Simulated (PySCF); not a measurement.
System (SMILES): [SiH4] (SiH4).
Geometry (B3LYP-D3(BJ)/def2-TZVP, fixed):
```xyz
5

Si     0.0000     0.0000     0.0000
H      0.8756     0.8547     0.8331
H     -0.8222    -0.8655     0.8753
H     -0.8862     0.8545    -0.8220
H      0.8328    -0.8437    -0.8864
```

How fast the isotropic shielding of Si1 converges with the basis for several methods (PySCF): deviation from each method's own reference, in ppm. References: HF 473.21 ppm, the value in pcSseg-3; PBE 435.79 ppm, the value in pcSseg-3; PBE0 445.90 ppm, the value in pcSseg-3. All functions are spherical. Core-valence sets carry the plain set on hydrogen. No added dispersion term, no relativity. GIAO; atoms are numbered in the order shown.

```
basis            functions      HF     PBE    PBE0
---------------  ---------  ------  ------  ------
STO-3G                  13  184.49  157.26  166.71
pcSseg-0                21   65.81   50.94   57.42
6-31+G*                 30   43.58   37.00   36.51
pcSseg-1                44   12.07   11.54   11.41
6-311+G**               54   12.53   15.25   14.62
def2-TZVP               61   -3.82   -5.18   -4.88
aug-cc-pV(D+d)Z         68   58.29   66.64   63.69
def2-TZVPD              79   -4.88   -7.50   -6.71
def2-TZVPP              98   -3.43   -4.71   -4.39
jun-cc-pV(T+d)Z        104   11.44    5.93    7.67
cc-pCVTZ               115    3.87    5.24    4.89
def2-QZVP              190   -1.52   -2.62   -2.40
```

Mean absolute deviation over 6-311+G**, def2-TZVP, def2-TZVPD, def2-TZVPP, jun-cc-pV(T+d)Z, cc-pCVTZ: HF 6.66, PBE0 7.19, PBE 7.30 ppm.
